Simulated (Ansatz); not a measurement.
Geometry optimisation, RKS BLYP-D4/6-31G (Ansatz).

The input (input.yaml):

```yaml
crystal:
  periodic: [false, false, false]
  atoms:
    - { symbol: S, position_ang: [-1.1965, -1.2871, 1.4207] }
    - { symbol: C, position_ang: [-0.7307, 0.0316, 0.4554] }
    - { symbol: C, position_ang: [0.5684, 0.0217, -0.2597] }
    - { symbol: Cl, position_ang: [1.63856, 1.28819, 0.30237] }
    - { symbol: H, position_ang: [-1.3324, 0.9405, 0.3163] }
    - { symbol: H, position_ang: [0.47394, 0.11418, -1.35107] }
    - { symbol: H, position_ang: [1.10709, -0.95964, -0.08437] }
basis:
  gaussian: { orbitals: "6-31G" }
hamiltonian:
  xc: blyp
  dispersion: d4
relax:
  f_tol: 0.015
  max_steps: 40
```

Launched with:

```bash
$ ansatz run input.yaml --threads 1 --pin off --max-ram 2048MiB --backend cpu --events-out ev --progress --plain --runs-dir out
```

Question: Where does it end, and by what steps?

Answer: The run converged. The force dipped under the threshold on the way, but the program's further checks kept it going. Limits of this set-up: no polarisation functions. After 11 steps the energy has fallen by 0.346 eV; Cl4 moved furthest, 0.14 Å.

```csv
step,energy less start (eV),largest force component (eV/Å),accepted
0,0.0000,3.469,yes
1,-0.2387,1.818,yes
2,-0.3098,0.625,yes
3,-0.3046,0.667,no
4,-0.3380,0.152,yes
5,-0.3446,0.052,yes
6,-0.3456,0.022,yes
7,-0.3455,0.036,no
8,-0.3458,0.010,yes
9,-0.3460,0.038,yes
10,-0.3459,0.050,no
11,-0.3461,0.007,yes
```

```xyz
7
Properties=species:S:1:pos:R:3
S -1.311 -1.273 1.408
C -0.716 -0.006 0.466
C 0.572 -0.064 -0.285
Cl 1.675 1.423 0.294
H -1.289 0.925 0.366
H 0.442 0.113 -1.363
H 1.156 -0.968 -0.086
```

Whether the end is a true minimum wasn't checked by a vibrational analysis.

Run time: 27 s on 1 thread of Arm Neoverse V1 (shared host), peak memory 0.12 GiB.
